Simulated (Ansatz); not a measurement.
A made-up structure of Si₂H₃F, singlet:

F1  (-1.742, -1.643, 0.922)
Si2  (-0.374, -1.028, -0.042)
Si3  (0.446, 1.194, 0.008)
H4  (0.133, -2.249, -1.014)
H5  (1.668, 1.459, -0.894)
H6  (-0.132, 2.267, 1.019)
(Å)

It is relaxed with PBE-D4/def2-SVP and then PBE0-D4/def2-TZVP (Ansatz 0.2.0). Atoms count as bonded within 1.22 times the sum of their covalent radii (H–H: 0.88 Å). The end point is not checked to be a true minimum.

(1) Does its bonding change? (A judgement: the text doesn't fix the answer.)

## Answers

(1) Computed: No: no bond forms or breaks.

Where it ends: The first stage lowers the energy by 1.02 eV in 8 steps. It ends as Si₂H₃F ([F][SiH][SiH2]):
```
6
angstrom
F -1.5363 -1.4750 0.8448
Si -0.2378 -0.9600 0.0705
Si 0.1761 1.1620 -0.2404
H 0.0723 -1.9872 -0.9573
H 1.5979 1.2544 -0.6772
H -0.0721 2.0057 0.9595
```

Labels in which every atom is bracketed show which atoms are joined, not bond orders.

For scale, one of the runs: PBE0-D4/def2-TZVP relaxation, 123 basis functions, launched by `ansatz run in.yaml --threads 2 --pin off --events-out ev --progress --plain --max-ram 4352MiB`. Hardware: 2 CPU threads of an Intel Xeon Platinum 8259CL, shared host. Wall time about 17 s.
